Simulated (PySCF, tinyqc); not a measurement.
RHF in the sto-3g basis, for CH+, spin multiplicity 1, step by step. This run ends on a higher stationary point, not on the lowest solution. The lowest restricted solution is unstable here: a spin-polarised one lies 0.0085 hartree lower (PySCF). Computed by tinyqc, a small Python program that keeps every step (integrals from PySCF). Settings: charge = 1, multiplicity = 1, basis = sto-3g, energy threshold = 1e-08, iteration cap = 63, orthogonalisation = symmetric, start = Wolfsberg-Helmholz matrix, DIIS depth = 6, method = RHF. Command: `OMP_NUM_THREADS=1 python tinyqc.py 22917 22918 out.jsonl` (the two numbers bound the seeds that draw the settings). One thread of a shared host (Intel(R) Xeon(R) Processor @ 2.60GHz), about 0.05 s of CPU time with the checks.

Geometry (angstrom):
```
atom,x,y,z
C,0.000000,0.000000,0.000000
H,0.000000,0.000000,1.386000
```

Stop when the energy changes by less than 1e-08 hartree and every element of the error matrix X^T (F D S - S D F) X is below 3e-05.

Course of the cycle:
```
iteration,E (hartree),change,largest element of the error matrix
1,-36.94767476,-,2.55e-01
2,-37.11569510,-1.68e-01,1.69e-01
3,-37.16701028,-5.13e-02,4.55e-02
4,-37.16980061,-2.79e-03,4.57e-03
5,-37.16982066,-2.00e-05,8.18e-04
6,-37.16982141,-7.55e-07,1.61e-04
7,-37.16982145,-4.18e-08,7.95e-06
8,-37.16982145,-1.06e-10,3.43e-09
```

Can the last value be used, and what does the course show?

No, though the log alone does not show it. Converged in 8 iterations. But the solution lies 0.26706 hartree above the reference: it is another stationary point, not the lowest restricted one. Reruns (cap 100 unless said): DIIS 8: converged in 8 to a higher stationary point; damping 0.5: converged in 28 to a higher stationary point; level shift 0.5: converged in 20 to a higher stationary point; atomic densities as start, DIIS 8: converged in 6. PySCF RHF in the same basis = -37.43687845 hartree.
